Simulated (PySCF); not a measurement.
Species: CS.
InChI=1S/CS/c1-2

Level of theory: PySCF, PBE0-D3(BJ)/def2-SVP geometry optimisation, gas phase.

Take the most abundant isotopes and a rigid rotor. 

(1) What are the moment of inertia and the rotational constant?

(2) List the first levels of a rigid rotor in a Σ state.

(3) Where do the first rotational lines fall?

## Answers

(1) I = 20.563 u·Å², B = 505379 MHz·u·Å²/I = 24577 MHz (0.8198 cm⁻¹, or 1.180 K as hB/k). For two atoms I = μr² with μ = 8.7252 u and r = 1.5352 Å.

(2) E(J) = BJ(J+1): J = 1: 1.640, J = 2: 4.919, J = 3: 9.838, J = 4: 16.396, J = 5: 24.594, J = 6: 34.432 cm⁻¹.

(3) The dipole is 1.80 D; J+1 ← J lies at 2B(J+1): 1 ← 0 at 49.15 GHz, 2 ← 1 at 98.31 GHz, 3 ← 2 at 147.46 GHz, 4 ← 3 at 196.62 GHz, 5 ← 4 at 245.77 GHz, 6 ← 5 at 294.92 GHz.

No PBE0-D3(BJ)/def2-SVP frequencies stand behind this structure, so it isn't proved a minimum. Zero-point vibration and centrifugal distortion are left out.
